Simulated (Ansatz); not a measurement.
**SiH2O: taking an electron away**

An exercise on one series of results from a longer session: the logs are not shown, and one member is left open.

Method: unrestricted cation, the program's frozen cores in correlated methods; program: Ansatz 0.2.0, Gaussian basis.

Levels to be run: UKS PBE-D4/def2-TZVPP; UKS r2SCAN-D4/def2-TZVPP; UKS PBE0-D4/def2-TZVPP; UKS B3LYP-D4/def2-TZVPP; UKS wB97X-V/def2-TZVPP; UKS wB97M-V/def2-TZVPP; UKS B2PLYP/def2-TZVPP; UHF-CCSD(T)/def2-TZVPP; UHF-CCSD(T)/def2-QZVPP; extrapolation to the limit; then −ε(HOMO) from the neutral's earlier runs with LDA (SPW92), PBE-D4, revPBE-D4, BLYP-D4, r2SCAN-D4, B97M-V, PBE0-D4, B3LYP-D4, r2SCANh-D4, r2SCAN0-D4, HSE06-D4, BHLYP-D4, CAM-B3LYP-D4, LC-ωPBE, ωB97X-V, ωB97M-V.

### The geometry

All runs share one geometry, relaxed beforehand with PBE0-D4 in a triple-zeta def2 set.

SMILES `O=[SiH2]`, 4 atoms, charge 0, spin multiplicity 1.

Atoms are counted from 1 here; the program's logs count them from 0.

Bond lengths: O1–Si2 1.516 Å, Si2–H3 1.486 Å, Si2–H4 1.486 Å. Angles: O1–Si2–H3 124.0°, O1–Si2–H4 124.0°, H3–Si2–H4 111.9°.

The first run:

in.yaml reads:

```yaml
crystal:
  periodic: [false, false, false]
  atoms:
    - {symbol: O, position_ang: [-0.283156, 0.413530, 1.469530]}
    - {symbol: Si, position_ang: [-0.006739, 0.009821, 0.034925]}
    - {symbol: H, position_ang: [0.439857, -1.345997, -0.376196]}
    - {symbol: H, position_ang: [-0.149952, 0.922656, -1.128260]}
basis:
  gaussian: {orbitals: def2-TZVPP}
total_charge: 1
magnetization: {spin_polarized: true, initial_magnetization: 1}
hamiltonian: {xc: pbe, dispersion: d4}
```

Command:

```
ansatz run in.yaml --threads 2 --pin off --events-out ev --progress --plain --max-ram 32768MiB --backend cpu
```

Steps of the session up to this table: Cation, UKS PBE-D4/def2-TZVPP; Cation, UKS r2SCAN-D4/def2-TZVPP; Cation, UKS PBE0-D4/def2-TZVPP; Cation, UKS B3LYP-D4/def2-TZVPP; Cation, UKS wB97X-V/def2-TZVPP; Cation, UKS wB97M-V/def2-TZVPP; Cation, UKS B2PLYP (frozen core)/def2-TZVPP; Cation, UHF-CCSD(T)/def2-TZVPP; Cation, UHF-CCSD(T)/def2-QZVPP.

One of the session's tables, all rows but one given; the rest of the session is left out.

It belongs to the step «Ionisation energies side by side». For comparison, −ε(HOMO) of the neutral from earlier runs:

```
  functional  −ε(HOMO) (eV)
 LDA (SPW92)           6.92
      PBE-D4           6.78
   revPBE-D4           6.72
     BLYP-D4           6.67
   r2SCAN-D4           7.08
      B97M-V           7.18
     PBE0-D4           8.28
    B3LYP-D4           8.04
  r2SCANh-D4           7.65
  r2SCAN0-D4           8.51
    HSE06-D4           7.88
    BHLYP-D4              ?
CAM-B3LYP-D4           9.72
     LC-ωPBE          11.05
     ωB97X-V          10.71
     ωB97M-V          10.66
```

Estimate the missing values for BHLYP-D4.

Worked estimate for «−ε(HOMO) (eV)». Against the share of exact exchange, BLYP-D4 (0, 6.67), B3LYP-D4 (0.2, 8.04) give a slope of 6.85 per unit share; at 0.5 the line stands at 10.09.

**Answer.** −ε(HOMO) (eV): 9.73. In «−ε(HOMO) (eV)» the line misses by +0.36.
